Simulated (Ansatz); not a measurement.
Two structures of CH7FSi, closed shell, reached by relaxing down either side of one saddle point (PBE0-D4/def2-TZVP). Energies are electronic, without zero-point energy. Ansatz 0.2.0; basis: def2-TZVPP and def2-QZVPP; cores frozen in the correlated methods. Extrapolation: Hartree–Fock as exp(−7.88 √X), correlation as X^−2.97. First:

| atom | x (Å) | y (Å) | z (Å) |
| --- | --- | --- | --- |
| Si1 | -0.3934 | -0.7404 | -0.9374 |
| F2 | 0.0254 | 0.6638 | -1.5946 |
| H3 | 0.4355 | -1.7904 | -1.5816 |
| H4 | -1.8258 | -0.9644 | -1.2576 |
| C5 | -0.1061 | -0.6717 | 0.8918 |
| H6 | 0.8983 | 2.5503 | 0.0298 |
| H7 | 1.1115 | 2.9435 | 0.6280 |
| H8 | -0.7020 | 0.1187 | 1.3537 |
| H9 | -0.3896 | -1.6236 | 1.3500 |
| H10 | 0.9463 | -0.4859 | 1.1178 |

Second:

Si1  (-0.904, 0.024, -0.511)
F2  (2.358, 1.293, -0.561)
H3  (-0.887, -0.830, -1.726)
H4  (-2.309, 0.363, -0.169)
C5  (-0.004, -0.770, 0.916)
H6  (1.446, 1.400, -0.701)
H7  (-0.244, 1.320, -0.883)
H8  (-0.020, -0.120, 1.794)
H9  (-0.474, -1.718, 1.185)
H10  (1.038, -0.962, 0.655)
(Å)

Question: Which bonds change from the first to the second?

Answer: CH₅FSi ([CH3][SiH2][F]) + H₂ → CH₆Si ([CH3][SiH3]) + HF; bonds formed: Si1–H7, F2–H6; bonds broken: Si1–F2, H6–H7.

Question: Give the saddle point's structure and its height above each. (Judge from chemistry; the value comes from the calculation.)

Answer: The calculation gives: 255.1 kJ/mol above the first and 145.4 kJ/mol above the second (CCSD(T) at an estimated basis limit (MP2 extrapolated from triple and quadruple zeta, plus CCSD(T) − MP2 in triple zeta)).
```
10
angstrom
Si -0.3722 0.0674 -0.5683
F 1.4826 0.6614 -0.8668
H -0.2828 -0.6320 -1.8680
H -1.8379 0.3610 -0.4363
C 0.0916 -0.8115 0.9999
H 0.6576 1.5340 -0.7047
H -0.2624 1.7687 -0.5435
H 0.1139 -0.1030 1.8322
H -0.6629 -1.5670 1.2316
H 1.0726 -1.2790 0.9238
```

T1 diagnostic: at most 0.013.

Labels in which every atom is bracketed show which atoms are joined, not bond orders.

For scale, one of the runs: CCSD(T)/def2-TZVPP, 202 basis functions, launched by `ansatz run in.yaml --threads 2 --pin off --events-out ev --progress --plain --max-ram 4352MiB`. The run took 51 s on 2 CPU threads (shared host), with 2.5 GiB of host memory at its peak.
